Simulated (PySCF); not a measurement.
## Calculated properties of `F[CH]F` (difluoromethyl radical)

Species: difluoromethyl radical, CHF₂ (doublet state).
Numbering: `[F:1][CH:2][F:3]` (hydrogens: H4 on C2)

From PBE0-D3(BJ)/def2-SVP geometry optimisation, gas phase (PySCF):

```
Point group                  : Cs
Rotational constants A, B, C : 68.607, 11.080, 9.683 GHz
Dipole moment                : 1.29 D
```

UKS PBE0, pcH-1 on C F H, non-relativistic, mean-field spin-orbit, GIAO (PySCF):

```
Isotropic g value                                                      : 2.00384
Principal g values                                                     : 2.00192, 2.00479, 2.00480
Spin squared ⟨S²⟩                                                      : 0.752
Largest Mulliken spin population                                       : 0.87 on C2
Largest isotropic hyperfine couplings (means over sets of like nuclei) : 13C +406.1 (C2), 19F +225.0 (F1/F3), 1H +56.1 (H4) MHz
```

Monoisotopic mass (most abundant isotopes): 51.0046 u.

The rotational constants make it an asymmetric top with κ = (2B − A − C)/(A − C) = -0.95, nearer the prolate limit (−1). With B = h/(8π²I), that is 505.379 GHz u Å² over I, the principal moments of inertia are 7.4, 45.6 and 52.2 u Å² (most abundant isotopes); the inertial defect Ic − Ia − Ib is -0.8 u Å² (zero for a rigid planar frame, negative otherwise). ⟨S²⟩ is 0.002 above the pure-spin value S(S + 1) = 0.75. At 9.50 GHz, hν = g·μB·B₀ (B₀ the magnetic field) puts the centre of the isotropic spectrum, to first order, at 338.7 mT. g_iso is shifted by about +1520 ppm from the free-electron value 2.002319; the principal values span 0.0029. The dipole equals about 4.3 × 10⁻³⁰ C·m (1 D = 3.33564 × 10⁻³⁰ C·m).

